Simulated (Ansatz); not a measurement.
A made-up structure of BSiHCl (charge -1), singlet:

```xyz
4
angstrom
Si 0.2865 -1.3337 1.4038
B 0.0518 -0.3184 -0.0459
Cl -0.1796 0.6714 -1.5263
H -0.1586 0.9807 0.1683
```

It is relaxed with PBE-D4/def2-SVPD and then PBE0-D4/def2-TZVPD (Ansatz 0.2.0). Atoms count as bonded within 1.22 times the sum of their covalent radii (H–H: 0.88 Å). The end point is not checked to be a true minimum.

Task: Does its bonding change? (A judgement: the text doesn't fix the answer.)

Result: Computed: Yes. Formed: Si1–H4; broken: none.

Where it ends: The first stage lowers the energy by 2.10 eV in 9 steps. It ends as BSiHCl ([Cl][B]1[H][Si]1), total charge -1:
```xyz
4
angstrom
Si 0.2237 -0.9784 1.3436
B 0.0219 -0.1962 -0.2603
Cl -0.1741 0.5506 -1.8702
H -0.0715 0.6240 0.7870
```

Labels in which every atom is bracketed show which atoms are joined, not bond orders.

For scale, one of the runs: PBE0-D4/def2-TZVPD relaxation, 135 basis functions, launched by `ansatz run in.yaml --threads 2 --pin off --events-out ev --progress --plain --max-ram 4352MiB`. The run took about 12 s on 2 CPU threads of an Arm Neoverse V1 (shared host).
